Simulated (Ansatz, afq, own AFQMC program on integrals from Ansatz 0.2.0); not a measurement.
**Where AFQMC and coupled cluster stand for AlB, triplet**

```yaml
atoms:
  - { symbol: B, position_ang: [0.0000, 0.0000, 0.0000] }
  - { symbol: Al, position_ang: [0.0000, 0.0000, 1.6050] }
```

Basis cc-pVDZ. Only valence electrons are correlated. Ansatz 0.2.0 and our own AFQMC program on the same integrals; the CISD trial comes from CCSD amplitudes, and released means the phaseless constraint is let go. ± is one standard error of the sampling.

Determinant: UHF, the one that the program's search chose, which needn't be the lowest solution. The geometry is a point of a scan.

Full CI on the same integrals is exact in this basis and with this determinant's frozen core.

Cautions: lower spins were not checked; the search met a lower determinant of the same kind, perhaps of another symmetry (487 meV lower); strong correlation (T1 0.134, weight of the determinant 0.65, largest double 0.27); (T) is large, 9 % of the CCSD correlation; unrestricted determinant spin contaminated (⟨S²⟩ 2.80 against 2.00); the released energies have errors that jump between times, so the bars are unsure, so no released level is given (meV from the phaseless value at times in 1/Eh: -30 ± 21 at 0.24, -15 ± 5 at 0.51, -31 ± 3 at 0.99, -44.1 ± 2.4 at 1.62, -48 ± 3 at 2.40).

```
T1 diagnostic                               : 0.1339
weight of the determinant in the CISD state : 0.651
⟨S²⟩ of the determinant                     : 2.799
size of the correlated space                : 6 electrons in 26 orbitals
```

```tsv
level	correlation energy (eV)
MP2	-2.1151
CCSD	-3.2104
CCSD(T)	-3.4970
```

(1) Estimate where full CI lies against CCSD(T) on the same integrals.

(1) 5.38 mEh below CCSD(T).

Reference: full CI, correlation energy -3.644 eV. The cautions show a poor starting determinant, so the rows tell how each method copes with it here, and full CI is the sure value.

```csv
level,E − E(reference) (mEh),share of correlation (%)
CCSD(T),5.38,95.98
CCSDT,1.06,99.20
CCSDT(Q),-0.44,100.33
CCSDTQ,0.06,99.96
ph-AFQMC/CISD,2.67 ± 0.14,98.01
```

CCSDT and higher add their correlation energy to the determinant of the CCSD(T) run, since their own runs factorise the integrals more tightly (a shift of under 2 meV). A walk keeps the symmetry of its determinant, which the program's search chose and which needn't be the lowest solution, so a lower state of the same spin and another symmetry isn't excluded.
